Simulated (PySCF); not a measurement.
Problem. Write Cartesian coordinates for `c1sccc1Cl` (3-chlorothiophene) as optimised with GFN2-xTB.

Solution. 
```
atom  x, y, z in Å
Cl1    2.372   -0.963    0.549
C2     0.873   -0.208    0.179
C3    -0.346   -0.923    0.068
C4    -1.383   -0.103   -0.230
S5    -0.894    1.538   -0.378
C6     0.737    1.127   -0.035
H7    -0.425   -1.985    0.205
H8    -2.413   -0.360   -0.373
H9     1.493    1.885   -0.011
```

Orientation and origin are arbitrary. Atoms count from 1 in this order. The 3 C–C bonds span 1.355 Å (C3–C4, aromatic) to 1.417 Å (C2–C3, aromatic), a spread of 0.062 Å. The 5-membered ring C2–C3–C4–S5–C6 has internal angles of 91.4° to 113.4°; it is planar, 0.00 Å rms from its mean plane, widest ring torsion 0°. The 6 heavy atoms lie in one plane (0.000 Å rms).

Bonds between heavy atoms (Å): Cl1–C2 1.719, C2–C3 1.417, C3–C4 1.355, C4–S5 1.718, S5–C6 1.716, C2–C6 1.360.

Structure optimised with GFN2-xTB, isolated species.

Point group: Cs (every atom within 0.08 Å of its image). GFN2-xTB frequencies: not computed here.
